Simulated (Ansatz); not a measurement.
Ideal-gas functions of `C=C(F)C(F)F` at 800 K and 1 bar, from an Ansatz frequency run at PBE0-D4/def2-TZVP.

Molar mass 96.05 g/mol, point group C1 (symmetry number 1), electronic degeneracy 1, moments of inertia 96.429, 158.141, 229.373 u Å². Harmonic wavenumbers (cm⁻¹, unscaled): 75, 232, 300, 415, 493, 565, 686, 761, 916, 939, 964, 1124, 1162, 1280, 1373, 1403, 1437, 1774, 3074, 3198, 3299.

Use S(trans) = R[1.5 ln M + 2.5 ln T − 1.1517]; rotational temperatures θ = 24.2544 K / I; S(rot) = R[ln(√π/σ · √(T³/θAθBθC)) + 1.5]; for each mode x = 1.438777 ν̃/T, S = R[x/(eˣ − 1) − ln(1 − e⁻ˣ)] and H = RT x/(eˣ − 1); 1 cm⁻¹ = 0.0119627 kJ/mol; R = 8.31446 J/(mol·K).

By hand: the entropy, in J/(mol·K).

Translation 186.3. Rotation: θ = 0.2515, 0.1534, 0.1057 K, giving 123.5. Vibration, mode by mode: 24.98, 15.64, 13.54, 10.94, 9.58, 8.53, 7.08, 6.33, 5.04, 4.88, 4.71, 3.75, 3.55, 3.00, 2.63, 2.52, 2.41, 1.49, 0.22, 0.18, 0.15, in all 131.2. Electronic 0.0. Sum 441.0 J/(mol·K).

By hand: H − E and G − E in kJ/mol, counted from the electronic energy.

Zero-point energy ½ × 25470 × 0.0119627 = 152.3; thermal vibration 54.5; translation, rotation and pV give 4 RT = 26.6. H − E = 233.4 kJ/mol, and G − E = 233.4 − 800 × 441.0/1000 = -119.4 kJ/mol.

Vibration gives 30 % of the entropy, 25.0 J/(mol·K) of it from the mode under 150 cm⁻¹: soft modes count most, and the harmonic formula is weakest for them. The sum counts one conformer and one mirror image; others add a mixing term.
